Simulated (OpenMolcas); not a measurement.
**triplet BH3F−: a chain of runs**

Aim: a single-point energy (UHF/STO-3G), then the energy (CASSCF(2,2)/STO-3G), then the energy (CASPT2(2,2)/STO-3G), then a single-point energy (SC-NEVPT2(2,2)/STO-3G), then the energy (MRCI(2,2)/STO-3G) of triplet BH3F−. 

The calculation is run with OpenMolcas 26.06.

2 further runs of the same task are left out: 1 for a known fault of the program, 1 set aside as unsound or not needed.

**1. Starting point**

BH3F−: 5 atoms, total charge -1, spin state triplet. As SMILES of the parent species, `[BH3-]F`. The coordinates come from a GFN2-xTB relaxation. That shape belongs to the parent species and isn't relaxed for this state.

Bond lengths: B1–F2 1.447 Å, B1–H3 1.227 Å, B1–H4 1.228 Å, B1–H5 1.228 Å. Angles: F2–B1–H3 108.4°, F2–B1–H4 108.4°, F2–B1–H5 108.4°, H3–B1–H4 110.7°, H3–B1–H5 110.5°, H4–B1–H5 110.5°.

**2. A single-point energy at UHF/STO-3G (run 1)**

File step1.inp:

```
>>> EXPORT MOLCAS_PRINT=2

&GATEWAY
 BasLib = $CurrDir
 Coord
 5
 angstrom
 B       -0.035750       0.029280      -0.033890
 F        0.855550      -0.717910       0.826970
 H       -1.067340       0.264210       0.588100
 H       -0.274560      -0.651290      -1.027540
 H        0.522090       1.075700      -0.353640
 Basis = STO-3G
 Group = NoSym

&SEWARD

&SCF
 UHF
 Charge = -1
 Spin = 3
 Scramble = 0.25
 PrOrbitals = 1 1
```

The basis set STO-3G is read from a file made from the Basis Set Exchange's data (not shown).

Started as:

```
export MOLCAS_MEM=1860
pymolcas step1.inp > step1.log
```

Output:

```text
--- Start Module: gateway ---
[...]
--- Stop Module: gateway /rc=_RC_ALL_IS_WELL_ ---
--- Start Module: seward ---
[...]
      Basis functions           13
--- Stop Module: seward /rc=_RC_ALL_IS_WELL_ ---
--- Start Module: scf ---
[...]
       Convergence after  20 Iterations
[...]
::    Total SCF energy                               -123.5714251383
[...]
      Total spin, S                                     1.0019531877
[...]
      Total electronic charge=   18.000000
      Total            charge=   -1.000000
[...]
      Dipole Moment (debye):
      Origin of the operator (angstrom)=    0.4552   -0.3821    0.4402
                   X=  3.8394E+00               Y= -3.1788E+00               Z=  3.5138E+00           Total=  6.0985E+00
      Center of Charge (angstrom)
[...]
--- Stop Module: scf /rc=_RC_ALL_IS_WELL_ ---
[...]
```

Wall time 1.6 s (1 thread of Arm Neoverse V2, shared host); peak memory 0.37 GiB.

**3. A single-point energy at CASSCF(2,2)/STO-3G (run 2)**

File step2.inp:

```
&GATEWAY
  BASLIB = $CurrDir
  COORD
  5
  angstrom
  B       -0.035750       0.029280      -0.033890
  F        0.855550      -0.717910       0.826970
  H       -1.067340       0.264210       0.588100
  H       -0.274560      -0.651290      -1.027540
  H        0.522090       1.075700      -0.353640
  BASIS = STO-3G
  GROUP = NoSym

&SEWARD

&RASSCF
  FILEORB = $CurrDir/step1.UnaOrb
  SPIN = 3
  NACTEL = 2 0 0
  INACTIVE = 8
  RAS2 = 2
  ORBLISTING = Nothing
```

The basis set STO-3G is read from a file made from the Basis Set Exchange's data (not shown).

Started as:

```
export MOLCAS_MEM=1860
pymolcas step2.inp > step2.log
```

Output:

```text
--- Start Module: gateway ---
[...]
--- Stop Module: gateway /rc=_RC_ALL_IS_WELL_ ---
--- Start Module: seward ---
[...]
      Basis functions           13
--- Stop Module: seward /rc=_RC_ALL_IS_WELL_ ---
--- Start Module: rasscf ---
[...]
      Number of active orbitals                  2
[...]
      Spin quantum number                      1.0
[...]
      Active orbitals                            2
[...]
      Number of CSFs                             1
[...]
      Number of root(s) required                 1
[...]
      Convergence after  8 iterations
[...]
      printout of CI-coefficients larger than  0.05 for root  1
      energy=    -123.569832
      conf/sym  11     Coeff  Weight
             1  uu   1.00000 1.00000
      Natural orbitals and occupation numbers for root  1
      sym 1:   1.000000   1.000000
      ************************************************************************************************************************
      *                                                    Final results                                                     *
[...]
::    RASSCF root number  1 Total energy:   -123.56983169
[...]
      Total electronic charge=   18.000000
      Total            charge=   -1.000000
[...]
      Dipole Moment (debye):
      Origin of the operator (angstrom)=    0.4552   -0.3821    0.4402
                   X=  3.8298E+00               Y= -3.1678E+00               Z=  3.4937E+00           Total=  6.0752E+00
      Center of Charge (angstrom)
[...]
--- Stop Module: rasscf /rc=_RC_ALL_IS_WELL_ ---
[...]
```

Run time: 1.4 s. Hardware: 1 thread of Arm Neoverse V2, shared host; peak memory 0.37 GiB.

**4. The energy at CASPT2(2,2)/STO-3G (run 3)**

File step3.inp:

```
>>> EXPORT MOLCAS_PRINT=2

&GATEWAY
  BasLib=$CurrDir
  Coord
  5
  angstrom
  B       -0.035750       0.029280      -0.033890
  F        0.855550      -0.717910       0.826970
  H       -1.067340       0.264210       0.588100
  H       -0.274560      -0.651290      -1.027540
  H        0.522090       1.075700      -0.353640
  Basis=STO-3G
  Group=NoSym

&SEWARD

&RASSCF
  FileOrb=$CurrDir/step2.RasOrb
  Spin=3
  Nactel=2 0 0
  Inactive=8
  Ras2=2
  OrbListing=Nothing

&CASPT2
  Imaginary=0.1
  Frozen=2
```

The basis set STO-3G is read from a file made from the Basis Set Exchange's data (not shown).

Started as:

```
export MOLCAS_MEM=1860
pymolcas step3.inp > step3.log
```

Output:

```text
--- Start Module: gateway ---
[...]
--- Stop Module: gateway /rc=_RC_ALL_IS_WELL_ ---
[...]
      Basis functions           13
[...]
--- Start Module: rasscf ---
[...]
      Number of active orbitals                  2
[...]
      Spin quantum number                      1.0
[...]
      Active orbitals                            2
[...]
      Number of CSFs                             1
[...]
      Number of root(s) required                 1
[...]
      Convergence after  4 iterations
[...]
      printout of CI-coefficients larger than  0.05 for root  1
      energy=    -123.569832
      conf/sym  11     Coeff  Weight
             1  uu   1.00000 1.00000
      Natural orbitals and occupation numbers for root  1
      sym 1:   1.000000   1.000000
      ************************************************************************************************************************
      *                                                    Final results                                                     *
[...]
::    RASSCF root number  1 Total energy:   -123.56983169
[...]
      Total electronic charge=   18.000000
      Total            charge=   -1.000000
[...]
      Dipole Moment (debye):
      Origin of the operator (angstrom)=    0.4552   -0.3821    0.4402
                   X=  3.8298E+00               Y= -3.1678E+00               Z=  3.4936E+00           Total=  6.0752E+00
      Center of Charge (angstrom)
[...]
--- Stop Module: rasscf /rc=_RC_ALL_IS_WELL_ ---
--- Start Module: caspt2 ---
[...]
 ###    WARNING: User changed nr of frozen orbitals.                         ###
 ###############################################################################
[...]
      E2 (Variational):          -0.0387548765
      Total energy:            -123.6085865628
[...]
      Reference weight:           0.98334
[...]
::    CASPT2 Root  1     Total energy:   -123.60858656
[...]
--- Stop Module: caspt2 /rc=_RC_ALL_IS_WELL_ ---
[...]
```

Run time: 1.4 s. Hardware: 1 thread of Arm Neoverse V2, shared host; peak memory 0.37 GiB.

**5. The energy at SC-NEVPT2(2,2)/STO-3G (run 4)**

File step4.input:

```
* BFH3 NEVPT2
>>> EXPORT MOLCAS_PRINT=2

&GATEWAY
 BASLIB=$CurrDir
 COORD
 5
 angstrom
 B       -0.035750       0.029280      -0.033890
 F        0.855550      -0.717910       0.826970
 H       -1.067340       0.264210       0.588100
 H       -0.274560      -0.651290      -1.027540
 H        0.522090       1.075700      -0.353640
 BASIS=STO-3G
 GROUP=NoSym

&SEWARD

&RASSCF
 FILEORB=$CurrDir/step2.RasOrb
 SPIN=3
 NACTEL=2 0 0
 INACTIVE=8
 RAS2=2
 ORBLISTING=Nothing

&CASPT2
 SC-NEVPT2
 FROZEN=2
```

The basis set STO-3G is read from a file made from the Basis Set Exchange's data (not shown).

Started as:

```
export MOLCAS_MEM=1860
pymolcas step4.input > step4.log
```

Output:

```text
--- Start Module: gateway ---

                                              &GATEWAY

                       available to each process: 1.9 GB of memory, 1 thread

 Basis Set     1 Label: B.STO-3G
 Basis set is read from library:.
 basistype.tbl is not found

 Basis Set     2 Label: F.STO-3G
 Basis set is read from library:.
 basistype.tbl is not found

 Basis Set     3 Label: H.STO-3G
 Basis set is read from library:.
 basistype.tbl is not found

++    Symmetry information:
      ---------------------

                    Character Table for C1

                             E
                    a        1  x, y, xy, Rz, z, xz, Ry, yz, Rx, I
--

++    Basis set information:
      ----------------------

      Basis set label: B.STO-3G.........

[... 202 lines left out ...]
                                         RASSCF iterations: Energy and convergence statistics
[... 19 lines left out ...]
      printout of CI-coefficients larger than  0.05 for root  1
[... 4 lines left out ...]
      Natural orbitals and occupation numbers for root  1
[... 10 lines left out ...]
      RASSCF energy for state  1                   -123.56983169
[... 13 lines left out ...]
      Von Neumann Entropy (Root   1) =  1.00000
[... 59 lines left out ...]
      Spin density orbitals for root   1 are written to the SPDORB.1 file
[... 74 lines left out ...]
 Compute H0 matrices for state    1
[... 4 lines left out ...]
********************************************************************************
  NEVPT2 EQUATION SOLUTION
--------------------------------------------------------------------------------
 ###############################################################################
 ###    Location: AixRd                                                      ###
 ###    File: LUCIEX                                                         ###
 ###    Premature abort while reading buffer from disk                       ###
 ###    End of file reached                                                  ###
 ###############################################################################

--- Stop Module: caspt2 /rc=-6 ---

.########################.
.# Non-zero return code #.
.########################.

    Timing: Wall=1.23 User=0.98 System=0.24
```

It took 1.4 s on 1 thread of Arm Neoverse V2, shared host; peak memory 0.37 GiB.

The program stopped with an error.

**6. The energy at MRCI(2,2)/STO-3G (run 5)**

File step5.inp:

```
>>> EXPORT MOLCAS_PRINT=2

&GATEWAY
 BasLib=$CurrDir
 Coord
 5
 angstrom
 B       -0.035750       0.029280      -0.033890
 F        0.855550      -0.717910       0.826970
 H       -1.067340       0.264210       0.588100
 H       -0.274560      -0.651290      -1.027540
 H        0.522090       1.075700      -0.353640
 Basis=STO-3G
 Group=NoSym

&SEWARD

&RASSCF
 FileOrb=$CurrDir/step2.RasOrb
 Spin=3
 Nactel=2 0 0
 Inactive=8
 Ras2=2
 OrbListing=Nothing

&MOTRA
 LumOrb
 Frozen=2

&GUGA
 Electrons=14
 Spin=3
 Inactive=6
 Active=2
 CIAll=1

&MRCI
 SDCI
```

The basis set STO-3G is read from a file made from the Basis Set Exchange's data (not shown).

Started as:

```
export MOLCAS_MEM=1860
pymolcas step5.inp > step5.log
```

Output:

```text
--- Start Module: gateway ---
[...]
--- Stop Module: gateway /rc=_RC_ALL_IS_WELL_ ---
[...]
      Basis functions           13
[...]
      Number of active orbitals                  2
[...]
      Spin quantum number                      1.0
[...]
      Active orbitals                            2
[...]
      Number of CSFs                             1
[...]
      Number of root(s) required                 1
[...]
      Convergence after  4 iterations
[...]
      printout of CI-coefficients larger than  0.05 for root  1
      energy=    -123.569832
      conf/sym  11     Coeff  Weight
             1  uu   1.00000 1.00000
      Natural orbitals and occupation numbers for root  1
      sym 1:   1.000000   1.000000
      ************************************************************************************************************************
      *                                                    Final results                                                     *
[...]
::    RASSCF root number  1 Total energy:   -123.56983169
[...]
      Dipole Moment (debye):
      Origin of the operator (angstrom)=    0.4552   -0.3821    0.4402
                   X=  3.8298E+00               Y= -3.1678E+00               Z=  3.4936E+00           Total=  6.0752E+00
      Center of Charge (angstrom)
[...]
      *** WARNING: Default frozen orbitals is overwritten by user input.
      *** Default values:   2
[...]
--- Start Module: guga ---
[...]
--- Stop Module: guga /rc=_RC_ALL_IS_WELL_ ---
--- Start Module: mrci ---
[...]
       (But an ACPF correction will be computed)
       USE THE DEFAULT ACPF G-VALUE GFAC=  0.14285714285714285
[...]
                      CI ENERGY:  -123.62740037
[...]
                ACPF CORRECTION:    -0.00229071
[...]
      Total electronic charge=   18.000000
      Total            charge=   -1.000000
[...]
     ACPF CORRECTION:     -0.00229071
[...]
  CI State   1     Total energy:   -123.62740037     QDav:     -0.00269034     QACPF:     -0.00229071
[...]
--- Stop Module: mrci /rc=_RC_ALL_IS_WELL_ ---
[...]
```

It took 1.5 s on 1 thread of Arm Neoverse V2, shared host; peak memory 0.37 GiB.

**7. Outcome**

```
                                             quantity                value
                      run 1, UHF/STO-3G: total energy        -123.57143 Eh
run 1, UHF/STO-3G: HOMO energy (highest over α and β)             12.41 eV
 run 1, UHF/STO-3G: LUMO energy (lowest over α and β)             14.62 eV
                              run 1, UHF/STO-3G: ⟨S²⟩                2.006
              run 2, CASSCF(2,2)/STO-3G: total energy        -123.56983 Eh
              run 3, CASPT2(2,2)/STO-3G: total energy        -123.60859 Eh
                run 5, MRCI(2,2)/STO-3G: total energy        -123.62740 Eh
                         run 4, SC-NEVPT2(2,2)/STO-3G  no result (crashed)
```

**Reading.** The HOMO (run 1, UHF/STO-3G) lies at positive energy, 12.41 eV: the electron is unbound at this level or held by a compact basis; values depend on the basis. Mulliken charges (run 3, CASPT2(2,2)/STO-3G) of the CASSCF density run from -0.33 on B1 to +0.14 on F2. 1 of the 5 runs did not end normally.
